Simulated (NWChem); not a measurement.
All runs are NWChem calculations. System: hydrogen isocyanide (CHN), charge 0, spin multiplicity 1, at a geometry optimised with PBE/def2-SVP. Level: CR-CCSD(T)/STO-3G, 2 core orbitals frozen.

Job file:

```
start mol
memory heap 100 mb stack 700 mb global 1900 mb
geometry units angstroms nocenter noautoz
  C      0.000000     0.000000     0.748997
  N      0.000000     0.000000    -0.435186
  H      0.000000     0.000000    -1.447679
  symmetry group C2v
end
basis spherical
  * library sto-3g
end
scf
  rhf
  nopen 0
  maxiter 100
  thresh 1e-7
  semidirect memsize 60000000 filesize 0
end
tce
  freeze core 2
  cr-ccsd(t)
  2eorb
  2emet 13
  thresh 1e-6
  maxiter 100
  tilesize 24
end
task tce energy
```

Part of the output:

```
             Northwest Computational Chemistry Package (NWChem) 7.3.0
             --------------------------------------------------------

                                NWChem Input Module
                                -------------------

 Scaling coordinates for geometry "geometry" by  1.889725989
 (inverse scale =  0.529177249)

 Turning off AUTOSYM since
 SYMMETRY directive was detected!

                             Geometry "geometry" -> ""
                             -------------------------

 Output coordinates in angstroms (scale by  1.889725989 to convert to a.u.)

  No.       Tag          Charge          X              Y              Z
 ---- ---------------- ---------- -------------- -------------- --------------
    1 C                    6.0000     0.00000000     0.00000000     0.74899700
    2 N                    7.0000     0.00000000     0.00000000    -0.43518600
    3 H                    1.0000     0.00000000     0.00000000    -1.44767900

 Effective nuclear repulsion energy (a.u.)      23.8725185715

            Nuclear Dipole moment (a.u.)
            ----------------------------
        X                 Y               Z
 ---------------- ---------------- ----------------
     0.0000000000     0.0000000000     0.0000018897

      Symmetry information
      --------------------

 Group name             C2v
 Group number             16
 Group order               4
 No. of unique centers     3

      Symmetry unique atoms

     1    2    3


 Summary of "ao basis" -> "" (spherical)
 ------------------------------------------------------------------------------
       Tag                 Description            Shells   Functions and Types
 ---------------- ------------------------------  ------  ---------------------
 *                           sto-3g                   on all atoms

 Summary of "ao basis" -> "ao basis" (spherical)
 ------------------------------------------------------------------------------
       Tag                 Description            Shells   Functions and Types
 ---------------- ------------------------------  ------  ---------------------
 C                           sto-3g                  3        5   2s1p
 N                           sto-3g                  3        5   2s1p
 H                           sto-3g                  1        1   1s

                                 NWChem SCF Module
                                 -----------------

  ao basis        = "ao basis"
  functions       =    11
  atoms           =     3
  closed shells   =     7
  open shells     =     0
  charge          =   0.00
  wavefunction    = RHF
  use symmetry    = T
  symmetry adapt  = T

 Summary of "ao basis" -> "ao basis" (spherical)
 ------------------------------------------------------------------------------
       Tag                 Description            Shells   Functions and Types
 ---------------- ------------------------------  ------  ---------------------
 C                           sto-3g                  3        5   2s1p
 N                           sto-3g                  3        5   2s1p
 H                           sto-3g                  1        1   1s

      Symmetry analysis of basis
      --------------------------

        a1          7
        a2          0
        b1          2
        b2          2

 Forming initial guess at       0.0s

      Superposition of Atomic Density Guess
      -------------------------------------

 Sum of atomic energies:         -91.26103905

      Non-variational initial energy
      ------------------------------

 Total energy =     -91.594968
 1-e energy   =    -172.071037
 2-e energy   =      56.603551
 HOMO         =      -0.242227
 LUMO         =       0.260815

      Symmetry analysis of molecular orbitals - initial
      -------------------------------------------------

 !! scf_movecs_sym_adapt:    4 vectors were symmetry contaminated

  Symmetry fudging

 !! scf_movecs_sym_adapt:    4 vectors were symmetry contaminated

  Numbering of irreducible representations:

     1 a1          2 a2          3 b1          4 b2

  Orbital symmetries:

     1 a1          2 a1          3 a1          4 a1          5 b1
     6 b2          7 a1          8 b1          9 b2         10 a1
    11 a1

 Starting SCF solution at       0.0s

 ----------------------------------------------
         Quadratically convergent ROHF

 Convergence threshold     :          1.000E-07
 Maximum no. of iterations :          100
 Final Fock-matrix accuracy:          1.000E-09
 ----------------------------------------------

              iter       energy          gnorm     gmax       time
             ----- ------------------- --------- --------- --------
                 1      -91.6381317522  2.29D-01  1.52D-01      0.0
                 2      -91.6437622163  4.02D-02  1.83D-02      0.0
                 3      -91.6439232419  4.64D-04  2.46D-04      0.0
                 4      -91.6439232620  3.08D-08  1.52D-08      0.1

       Final RHF  results
       ------------------

         Total SCF energy =    -91.643923262014
      One-electron energy =   -171.758525816176
      Two-electron energy =     56.242083982662
 Nuclear repulsion energy =     23.872518571501

        Time for solution =      0.0s

       Symmetry analysis of molecular orbitals - final
       -----------------------------------------------

  Numbering of irreducible representations:

     1 a1          2 a2          3 b1          4 b2

  Orbital symmetries:

     1 a1          2 a1          3 a1          4 a1          5 b1
     6 b2          7 a1          8 b1          9 b2         10 a1
    11 a1

             Final eigenvalues
             -----------------

              1
    1  -15.3697
    2  -11.0242
    3   -1.1748
    4   -0.7880
    5   -0.4404
    6   -0.4404
    7   -0.3997
    8    0.3588
    9    0.3588
   10    0.5369
   11    1.2212

                       ROHF Final Molecular Orbital Analysis
                       -------------------------------------

 Vector    5  Occ=2.000000D+00  E=-4.404243D-01  Symmetry=b1
              MO Center= -3.2D-17, -1.3D-49, -9.9D-02, r^2= 8.7D-01
   Bfn.  Coefficient  Atom+Function         Bfn.  Coefficient  Atom+Function
  ----- ------------  ---------------      ----- ------------  ---------------
     8      0.783521  2 N  px                 3      0.444642  1 C  px

 Vector    6  Occ=2.000000D+00  E=-4.404243D-01  Symmetry=b2
              MO Center=  6.9D-50,  2.3D-17, -9.9D-02, r^2= 8.7D-01
   Bfn.  Coefficient  Atom+Function         Bfn.  Coefficient  Atom+Function
  ----- ------------  ---------------      ----- ------------  ---------------
     9      0.783521  2 N  py                 4      0.444642  1 C  py

 Vector    7  Occ=2.000000D+00  E=-3.997343D-01  Symmetry=a1
              MO Center=  9.8D-18,  3.1D-16,  1.0D+00, r^2= 8.4D-01
   Bfn.  Coefficient  Atom+Function         Bfn.  Coefficient  Atom+Function
  ----- ------------  ---------------      ----- ------------  ---------------
     2      0.839486  1 C  s                  5      0.557392  1 C  pz
    10     -0.256834  2 N  pz                 7     -0.253355  2 N  s
     1     -0.185988  1 C  s                 11      0.151811  3 H  s

 Vector    8  Occ=0.000000D+00  E= 3.588038D-01  Symmetry=b1
              MO Center= -1.7D-16, -2.5D-48,  4.2D-01, r^2= 9.8D-01
   Bfn.  Coefficient  Atom+Function         Bfn.  Coefficient  Atom+Function
  ----- ------------  ---------------      ----- ------------  ---------------
     3      0.938701  1 C  px                 8     -0.681881  2 N  px

 Vector    9  Occ=0.000000D+00  E= 3.588038D-01  Symmetry=b2
              MO Center= -1.4D-50, -3.0D-16,  4.2D-01, r^2= 9.8D-01
   Bfn.  Coefficient  Atom+Function         Bfn.  Coefficient  Atom+Function
  ----- ------------  ---------------      ----- ------------  ---------------
     4      0.938701  1 C  py                 9     -0.681881  2 N  py

 Vector   10  Occ=0.000000D+00  E= 5.368903D-01  Symmetry=a1
              MO Center=  3.7D-18,  3.8D-18, -1.0D+00, r^2= 1.1D+00
   Bfn.  Coefficient  Atom+Function         Bfn.  Coefficient  Atom+Function
  ----- ------------  ---------------      ----- ------------  ---------------
     7      1.156317  2 N  s                 11     -1.158422  3 H  s
     5      0.473286  1 C  pz                10     -0.434761  2 N  pz
     2     -0.283786  1 C  s                  6     -0.162439  2 N  s

 center of mass
 --------------
 x =   0.00000000 y =   0.00000000 z =   0.10039611

 moments of inertia (a.u.)
 ------------------
          40.781164311007           0.000000000000           0.000000000000
           0.000000000000          40.781164311007           0.000000000000
           0.000000000000           0.000000000000           0.000000000000

  Mulliken analysis of the total density
  --------------------------------------

    Atom       Charge   Shell Charges
 -----------   ------   -------------------------------------------------------
    1 C    6     5.86   2.00  1.67  2.19
    2 N    7     7.40   2.00  1.42  3.98
    3 H    1     0.74   0.74

       Multipole analysis of the density wrt the origin
       ------------------------------------------------

     L   x y z        total         open         nuclear
     -   - - -        -----         ----         -------
     0   0 0 0     -0.000000      0.000000     14.000000

     1   1 0 0     -0.000000      0.000000      0.000000
     1   0 1 0     -0.000000      0.000000      0.000000
     1   0 0 1     -0.947471      0.000000      0.000002

     2   2 0 0     -7.683522      0.000000      0.000000
     2   1 1 0      0.000000      0.000000      0.000000
     2   1 0 1      0.000000      0.000000      0.000000
     2   0 2 0     -7.683522      0.000000      0.000000
     2   0 1 1     -0.000000      0.000000      0.000000
     2   0 0 2     -7.120477      0.000000     24.238462

                   NWChem Extensible Many-Electron Theory Module
                   ---------------------------------------------


            General Information
            -------------------
      Number of processors :     1
         Wavefunction type : Restricted Hartree-Fock
          No. of electrons :    14
           Alpha electrons :     7
            Beta electrons :     7
           No. of orbitals :    22
            Alpha orbitals :    11
             Beta orbitals :    11
        Alpha frozen cores :     2
         Beta frozen cores :     2
     Alpha frozen virtuals :     0
      Beta frozen virtuals :     0
         Spin multiplicity : singlet
    Number of AO functions :    11
       Number of AO shells :     7
        Use of symmetry is : on
      Symmetry adaption is : on
         Schwarz screening : 0.10D-09

          Correlation Information
          -----------------------
          Calculation type : Coupled-cluster singles & doubles w/ perturbation
   Perturbative correction : Completely renormalized (T)
            Max iterations :      100
        Residual threshold : 0.10D-05
     T(0) DIIS level shift : 0.00D+00
     L(0) DIIS level shift : 0.00D+00
     T(1) DIIS level shift : 0.00D+00
     L(1) DIIS level shift : 0.00D+00
     T(R) DIIS level shift : 0.00D+00
     T(I) DIIS level shift : 0.00D+00
   CC-T/L Amplitude update :  5-th order DIIS
                I/O scheme : Global Array Library
        L-threshold :  0.10D-05
        EOM-threshold :  0.10D-05
 no EOMCCSD initial starts read in
 TCE RESTART OPTIONS
 SLICE:      F
 D4D5:       F
 quantumc:   F
 qrotation:  F
 pwtce:      F
 qducc:      F
 nacto:                         0
 nrotv:                         0
 nrot:                          0

            Memory Information
            ------------------
          Available GA space size is     249036679 doubles
          Available MA space size is     104856708 doubles

 Maximum block size supplied by input
 Maximum block size        24 doubles

 tile_dim =      3

 -------------------------------------------------

 Global array virtual files algorithm will be used

 Parallel file system coherency ......... OK

 4-electron integrals stored in orbital form

 v2    file size   =              518
 4-index algorithm nr.  13 is used
 imaxsize =       30
 imaxsize ichop =        0


CCSD iterations
 ---------------------------------------------------------
 Iter          Residuum       Correlation     Cpu    Wall
 ---------------------------------------------------------
    1   0.0889167641442  -0.1298489398198     0.1     0.1
    2   0.0360412944008  -0.1351524029862     0.1     0.1
    3   0.0161763397041  -0.1391853559384     0.1     0.1
    4   0.0079995425333  -0.1405856593182     0.0     0.0
    5   0.0040719635613  -0.1413088139917     0.0     0.0
    6   0.0002975113466  -0.1419379240146     0.0     0.0
    7   0.0001279168443  -0.1419398437735     0.0     0.0
    8   0.0000669270376  -0.1419498810551     0.0     0.0
    9   0.0000382305152  -0.1419494684223     0.0     0.0
   10   0.0000220752888  -0.1419508224424     0.0     0.0
   11   0.0000026759152  -0.1419518641131     0.0     0.0
   12   0.0000011593746  -0.1419519498684     0.0     0.0
   13   0.0000005391085  -0.1419520210405     0.0     0.0
 -----------------------------------------------------------------
 Iterations converged
 CCSD correlation energy / hartree =        -0.141952021040459
 CCSD total energy / hartree       =       -91.785875283054040

 Singles contributions

 Doubles contributions
     8b1  (alpha)     8b1  (beta ) ---     5b1  (alpha)     5b1  (beta )       -0.1162379898
     9b2  (alpha)     9b2  (beta ) ---     6b2  (alpha)     6b2  (beta )       -0.1162379898
 CR-CCSD(T)

 CR-CCSD[T]  correction energy / hartree =        -0.006375722570441
 CR-CCSD[T] correlation energy / hartree =        -0.148327743610899
 CR-CCSD[T] total energy / hartree       =       -91.792251005624479
 CR-CCSD(T)  correction energy / hartree =        -0.004719224958704
 CR-CCSD(T) correlation energy / hartree =        -0.146671245999162
 CR-CCSD(T) total energy / hartree       =       -91.790594508012745

 Task  times  cpu:        0.8s     wall:        0.8s

 Total times  cpu:        0.8s     wall:        0.8s
```
